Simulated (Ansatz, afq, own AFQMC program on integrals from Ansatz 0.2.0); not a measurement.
AFQMC on a folder of integrals that Ansatz 0.2.0 wrote.

```yaml
crystal:
  periodic: [false, false, false]
  atoms:
    - {symbol: Al, position_ang: [0.000000, -0.090948, 0.494136]}
    - {symbol: N, position_ang: [0.000000, 0.080113, -1.043377]}
    - {symbol: H, position_ang: [0.000000, 1.321288, 1.271616]}
basis:
  gaussian: {orbitals: cc-pVDZ}
magnetization: {spin_polarized: true, initial_magnetization: 3}
correlation: {method: ccsd_t, electrons: outside_noble_gas, hamiltonian_folder: ham}
```

```sh
$ ansatz run in.yaml --threads 1 --pin off --events-out ev --progress --plain --max-ram 1382MiB
```

afq runs on the folder ham with

```
--method free --trial cisd --walkers 60 --time-step 0.03 --max-blocks 80 --target-error 0.00036 --factor-cut 1e-05 --seed 4553 --times 0,0.3,0.6,1.2,1.8,2.4,3.6,4.8,6 --taylor-order 8
```

Times are imaginary, in 1/Eh. The walk had a cap of 671 s.

```
orbitals 31  electrons 6 3  factors 226 of 360
reference energy -296.78022916 Eh
CCSD correlation -0.16690684 Eh in 17 cycles, weight of the determinant in the CISD state 0.9053
repeat  energy at the last time / Eh  error
    10  -296.953519  0.000913
    20  -296.953668  0.000955
    30  -296.953639  0.000919
    40  -296.953274  0.000776
    50  -296.952975  0.000677
    60  -296.952686  0.000592
    70  -296.952089  0.000547
    80  -296.952250  0.000536
time / (1/Eh)  energy / Eh  error  mean overlap
  0.00  -296.946888  0.000082  1.1029
  0.30  -296.949403  0.000106  1.1031
  0.60  -296.950348  0.000133  1.1031
  1.20  -296.950819  0.000133  1.1120
  1.80  -296.951411  0.000175  1.1141
  2.40  -296.951385  0.000256  1.1116
  3.60  -296.951554  0.000294  1.1590
  4.80  -296.951630  0.000415  1.1476
  6.00  -296.952250  0.000536  1.0739
energy -296.952250 +/- 0.000536 Eh
```

Problem. Estimate how long the walk took on 1 thread of Arm Neoverse V1 (shared host).

Solution. 3.2 min of wall time.

The run passed its tests (error under three times the target), which doesn't prove that it has relaxed.

Against this walk (error 14.6 meV) on the same determinant: CCSD(T) 46.9 meV higher, CCSDT(Q) 13.7 meV higher (within the noise). The error is statistical, and a free projection of finite length keeps a remainder of its start. The last points still move (meV from the last: 23 ± 5 at 1.80, 24 ± 7 at 2.40, 19 ± 8 at 3.60, 17 ± 11 at 4.80, 0 ± 15 at 6.00), but the last one has reached CCSDT(Q) within the noise or passed it, so little can be left to fall.

Cautions: remainder of the start not in the error; error above the target (14.6 against 9.8 meV); lower spins were not checked.

CCSDT and higher add their correlation energy to the determinant of the CCSD(T) run, since their own runs factorise the integrals more tightly (a shift of under 2 meV). A walk keeps the symmetry of its determinant, which the program's search chose and which needn't be the lowest solution, so a lower state of the same spin and another symmetry isn't excluded.
